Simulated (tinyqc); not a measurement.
Inside a calculation. Method: UKS/exchange-only LDA in the sto-6g basis, for LiH+, spin multiplicity 2. One step of it, computed by the program tinyqc.

Problem. Orthogonalisation. S = U s U^T; symmetric (Loewdin) form X = U s^(-1/2) U^T, so that X^T S X = 1.

overlap S:
```
           1Li 1s    1Li 2s   1Li 2px   1Li 2py   1Li 2pz     2H 1s
1Li 1s   1.000000  0.235742  0.000000  0.000000  0.000000  0.057183
1Li 2s   0.235742  1.000000  0.000000  0.000000  0.000000  0.376713
1Li 2px  0.000000  0.000000  1.000000  0.000000  0.000000  0.000000
1Li 2py  0.000000  0.000000  0.000000  1.000000  0.000000  0.000000
1Li 2pz  0.000000  0.000000  0.000000  0.000000  1.000000  0.494245
2H 1s    0.057183  0.376713  0.000000  0.000000  0.494245  1.000000
```

Give: eigenvalues of S; X.

Solution.

eigenvalues of S: 0.3720  0.8044  1.0000  1.0000  1.1687  1.6549

X:
```
          1Li 1s   1Li 2s  1Li 2px  1Li 2py  1Li 2pz    2H 1s
1Li 1s    1.0221  -0.1262   0.0000   0.0000  -0.0052   0.0092
1Li 2s   -0.1262   1.0991   0.0000   0.0000   0.1003  -0.2573
1Li 2px   0.0000   0.0000   1.0000   0.0000   0.0000   0.0000
1Li 2py   0.0000   0.0000   0.0000   1.0000   0.0000   0.0000
1Li 2pz  -0.0052   0.1003   0.0000   0.0000   1.1300  -0.3343
2H 1s     0.0092  -0.2573   0.0000   0.0000  -0.3343   1.2058
```
